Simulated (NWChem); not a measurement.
## Predicting a hybrid from its neighbours: C2F2

The species is C2F2 (4 atoms), meant as a singlet with charge 0. As SMILES, `FC#CF`. Geometry: relaxed at PBE0-D4/def2-TZVP.

The vertical energy of the triplet above the singlet y, in eV, basis cc-pVTZ; a is the functional's share of exact exchange. Programs: NWChem 7.3.0.

| functional | program | a | y (eV) |
| --- | --- | --- | --- |
| r2SCAN | NWChem | 0 | 6.00 |
| revPBE | NWChem | 0 | 5.99 |
| B3LYP | NWChem | 0.2 | ? |
| PBE0 | NWChem | 0.25 | 6.37 |
| BHLYP | NWChem | 0.5 | 6.71 |

Task: Fit y = c + s·a to the known rows and predict B3LYP.

Result: 
1. Means of the 4 rows: a = 0.1875, y = 6.268.
2. Σ(Δa)² = 0.17188, Σ(Δa·Δy) = 0.24687, so the slope is 0.24687/0.17188 = 1.4363.
3. Intercept: 6.268 − (1.4363) × 0.1875 = 5.999. The largest residual of the fit is 0.012.
4. B3LYP: 5.999 + (1.4363) × 0.2 = 6.29 eV.

The run gave 6.36 eV, so the prediction is off by -0.07 eV, more than the scatter of the fit. The rows mix families of semi-local functionals, which the line can't see.
